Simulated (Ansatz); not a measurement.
The input, for Ansatz 0.2.0:

```yaml
crystal:
  periodic: [false, false, false]
  atoms:
    - {symbol: P, position_ang: [0.000000, 0.000000, 0.000000]}
    - {symbol: P, position_ang: [0.000000, 0.000000, 2.055800]}
basis:
  gaussian: {orbitals: "6-31++G**"}
total_charge: 1
magnetization: {spin_polarized: true, initial_magnetization: 1}
hamiltonian: {xc: {name: PBE0}}
correlation: {method: ccsd_t, electrons: all}
```

```sh
$ ansatz run in.yaml --threads 1 --pin off --events-out ev --progress --plain --max-ram 2393MiB
```

The program prints:

```
390 factors; integrals over basis functions are off by at most 8.4e-4 eV
mean field evaluation 1: about -18557.5363 eV, gradient 1.0e1 eV
mean field evaluation 2: about -18557.6428 eV, gradient 9.9e0 eV
mean field evaluation 4: about -18558.3297 eV, gradient 3.4e-1 eV
mean field evaluation 8: about -18558.3321 eV, gradient 2.0e-3 eV
mean field evaluation 16: about -18557.5706 eV, gradient 3.4e0 eV
mean field evaluation 32: about -18558.2090 eV, gradient 9.8e-1 eV
mean field -18558.33206847 eV, -682.0061242272 hartree, gradient 2.2e-6 eV, S^2 0.752485; 4 other end points of the search recorded, 0 dependent functions left out
reference -18532.62329298 eV, -681.0613441538 hartree; 15, 14 occupied and 31, 32 virtual orbitals, 390 factors
second order -6.20809304 eV of doubles, -0.22635112 eV of singles
cycle   1  -6.42819803 eV  change    1.6e-3 eV  update   8.8e-2
cycle   2  -6.69985814 eV  change   -2.7e-1 eV  update   3.1e-2
cycle   3  -6.77037752 eV  change   -7.1e-2 eV  update   1.4e-2
cycle   4  -6.77331526 eV  change   -2.9e-3 eV  update   4.2e-3
cycle   5  -6.77364255 eV  change   -3.3e-4 eV  update   1.1e-3
cycle   6  -6.77352514 eV  change    1.2e-4 eV  update   3.6e-4
cycle   7  -6.77362817 eV  change   -1.0e-4 eV  update   9.7e-5
cycle   8  -6.77362829 eV  change   -1.2e-7 eV  update   2.6e-5
perturbative correction -0.37857872 eV, -0.0139125113 hartree
Total energy: -18539.77549999 eV, -681.3241829134 hartree
```

Ran on 1 thread of Arm Neoverse V1, shared host: 4.8 s wall, 0.15 GiB peak host memory.
